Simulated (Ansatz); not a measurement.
Geometry optimisation, UKS B3LYP-D4/def2-mTZVP (Ansatz).

The input (input.yaml):

```yaml
crystal:
  periodic: [false, false, false]
  atoms:
    - { symbol: H, position_ang: [0.346795, 0.172684, -0.088955] }
    - { symbol: Si, position_ang: [0.848832, 0.07247, -1.438707] }
    - { symbol: Cl, position_ang: [-0.396026, -1.217162, -2.499732] }
    - { symbol: C, position_ang: [-0.956656, 0.017135, 1.88919] }
    - { symbol: H, position_ang: [0.82897, 1.39015, -2.107879] }
    - { symbol: H, position_ang: [2.21776, -0.484631, -1.456603] }
    - { symbol: H, position_ang: [-0.184396, -0.585237, 2.341724] }
    - { symbol: H, position_ang: [-0.925604, 1.091164, 1.984121] }
    - { symbol: H, position_ang: [-1.779674, -0.456574, 1.376741] }
magnetization:
  spin_polarized: true
  initial_magnetization: 1
basis:
  gaussian: { orbitals: def2-mTZVP }
hamiltonian:
  xc: b3lyp
  dispersion: d4
relax:
  f_tol: 0.03
  max_steps: 50
output:
  orbitals: {}
```

Launched with:

```bash
$ ansatz run input.yaml --threads 2 --pin off --max-ram 3072MiB --backend cpu --events-out ev --progress --plain --runs-dir out
```

**Question.** Where does it end, and by what steps?

**Answer.** The forces met the threshold. The force dipped under the threshold on the way, but the program's further checks kept it going. After 17 steps the energy has fallen by 0.058 eV; H1 moved furthest, 0.82 Å.

```json
{"step": "0", "energy less start (eV)": "0.0000", "largest force component (eV/Å)": "0.690", "accepted": "yes"}
{"step": "1", "energy less start (eV)": "0.0041", "largest force component (eV/Å)": "0.516", "accepted": "no"}
{"step": "2", "energy less start (eV)": "-0.0143", "largest force component (eV/Å)": "0.214", "accepted": "yes"}
{"step": "3", "energy less start (eV)": "-0.0309", "largest force component (eV/Å)": "0.055", "accepted": "yes"}
{"step": "4", "energy less start (eV)": "-0.0341", "largest force component (eV/Å)": "0.099", "accepted": "yes"}
{"step": "5", "energy less start (eV)": "-0.0410", "largest force component (eV/Å)": "0.061", "accepted": "yes"}
{"step": "6", "energy less start (eV)": "-0.0377", "largest force component (eV/Å)": "0.259", "accepted": "no"}
{"step": "7", "energy less start (eV)": "-0.0439", "largest force component (eV/Å)": "0.013", "accepted": "yes"}
{"step": "8", "energy less start (eV)": "-0.0450", "largest force component (eV/Å)": "0.071", "accepted": "yes"}
{"step": "9", "energy less start (eV)": "-0.0424", "largest force component (eV/Å)": "0.399", "accepted": "no"}
{"step": "10", "energy less start (eV)": "-0.0473", "largest force component (eV/Å)": "0.057", "accepted": "yes"}
{"step": "11", "energy less start (eV)": "-0.0500", "largest force component (eV/Å)": "0.045", "accepted": "yes"}
{"step": "12", "energy less start (eV)": "-0.0526", "largest force component (eV/Å)": "0.095", "accepted": "yes"}
{"step": "13", "energy less start (eV)": "-0.0524", "largest force component (eV/Å)": "0.224", "accepted": "no"}
{"step": "14", "energy less start (eV)": "-0.0557", "largest force component (eV/Å)": "0.051", "accepted": "yes"}
{"step": "15", "energy less start (eV)": "-0.0567", "largest force component (eV/Å)": "0.111", "accepted": "yes"}
{"step": "16", "energy less start (eV)": "-0.0570", "largest force component (eV/Å)": "0.149", "accepted": "yes"}
{"step": "17", "energy less start (eV)": "-0.0585", "largest force component (eV/Å)": "0.017", "accepted": "yes"}
```

```xyz
9
Properties=species:S:1:pos:R:3
H 1.042 0.602 -0.142
Si 1.010 0.146 -1.545
Cl -0.647 -1.089 -1.798
C -1.124 -0.079 1.952
H 0.876 1.295 -2.463
H 2.222 -0.632 -1.868
H -0.458 -0.678 2.555
H -1.347 0.936 2.243
H -1.574 -0.501 1.067
```

Whether the end is a true minimum wasn't checked by a vibrational analysis.

Time of the run: 31 s on 2 threads of Intel(R) Xeon(R) Platinum 8488C (Sapphire Rapids) (shared host), peak memory 0.22 GiB.
